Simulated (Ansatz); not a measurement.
**SiH2F− (SMILES F[SiH2-]): methods side by side**

SiH2F−: 4 atoms, total charge -1, spin state singlet. SMILES: `F[SiH2-]`. Geometry: relaxed at GFN2-xTB.

Quantity: the vertical detachment energy (to the doublet neutral), in eV. The values are calculated.

```
         level                    kind  program  value (eV)  less FCI/STO-3G  CPU time (all runs)
     HF/STO-3G            Hartree–Fock   Ansatz       -3.83            +0.43               0.13 s
   BLYP/STO-3G                     GGA   Ansatz       -3.74            +0.52                1.7 s
  BHLYP/STO-3G           global hybrid   Ansatz       -3.17            +1.09                1.6 s
  HSE06/STO-3G  range-separated hybrid   Ansatz       -3.37            +0.89                2.3 s
wB97M-V/STO-3G  range-separated hybrid   Ansatz       -3.29            +0.97                 25 s
 B2PLYP/STO-3G           double hybrid   Ansatz       -3.55            +0.71                  2 s
   CCSD/STO-3G   coupled cluster or CI   Ansatz       -4.19            +0.07               0.22 s
  CCSDT/STO-3G   coupled cluster or CI   Ansatz       -4.26             0.00               0.47 s
    FCI/STO-3G      exact in the basis   Ansatz       -4.26             0.00               0.45 s
```

FCI/STO-3G is exact within its basis and frozen core, so for wave-function methods in that basis the difference is their error; functionals converge differently with the basis, so for them it is only a difference. Sets without diffuse functions describe the anion poorly. The values span -4.26 to -3.17 eV. All rows use very small basis sets, so none should be taken for the real molecule's value. In so small a basis fixed costs decide the times, and correlated methods can beat functionals. Times are those of the runs behind each value, whatever else they computed, on shared processors of several kinds: orders of magnitude only.
